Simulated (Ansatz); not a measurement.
Input file:

```yaml
crystal:
  periodic: [false, false, false]
  atoms:
    - {symbol: Ga, position_ang: [0.000000, 0.000000, 0.000000]}
    - {symbol: Br, position_ang: [0.000000, 0.000000, 2.415800]}
basis:
  gaussian: {orbitals: aug-cc-pVDZ}
magnetization: {spin_polarized: true, initial_magnetization: 2}
correlation: {method: ccsdt_q, electrons: outside_noble_gas}
```

```sh
$ ansatz run in.yaml --threads 1 --pin off --events-out ev --progress --plain --max-ram 2393MiB
```

Output:

```
1299 factors; integrals over basis functions are off by at most 2.0e-7 eV
mean field evaluation 1: about -122329.9542 eV, gradient 6.6e0 eV
mean field evaluation 2: about -122329.9787 eV, gradient 6.6e0 eV
mean field evaluation 4: about -122330.9710 eV, gradient 1.9e0 eV
mean field evaluation 8: about -122331.1252 eV, gradient 2.7e-1 eV
mean field evaluation 16: about -122329.9544 eV, gradient 6.6e0 eV
mean field evaluation 32: about -122331.1297 eV, gradient 3.0e-5 eV
mean field evaluation 64: about -122331.1111 eV, gradient 3.1e-1 eV
mean field evaluation 96: about -122329.2522 eV, gradient 9.3e-2 eV
mean field evaluation 128: about -122329.0721 eV, gradient 2.1e-3 eV
mean field evaluation 160: about -122326.1000 eV, gradient 4.3e0 eV
...
cycle   9  -4.59555587 eV  change   -1.7e-4 eV  update   2.6e-4
cycle  10  -4.59550951 eV  change    4.6e-5 eV  update   1.1e-4
cycle  11  -4.59553337 eV  change   -2.4e-5 eV  update   5.9e-5
cycle  12  -4.59556385 eV  change   -3.0e-5 eV  update   3.4e-5
cycle  13  -4.59555408 eV  change    9.8e-6 eV  update   1.7e-5
cycle  14  -4.59555789 eV  change   -3.8e-6 eV  update   1.1e-5
cycle  15  -4.59556269 eV  change   -4.8e-6 eV  update   7.0e-6
cycle  16  -4.59556330 eV  change   -6.1e-7 eV  update   3.9e-6
cycle  17  -4.59556359 eV  change   -2.9e-7 eV  update   1.9e-6
cycle  18  -4.59556335 eV  change    2.4e-7 eV  update   1.0e-6
perturbative correction -0.01117538 eV, -0.0004106877 hartree
Total energy: -122335.73647364 eV, -4495.7553932657 hartree
```

Ran on 1 thread of Arm Neoverse N1, shared host: 99 s wall, 0.59 GiB peak host memory.
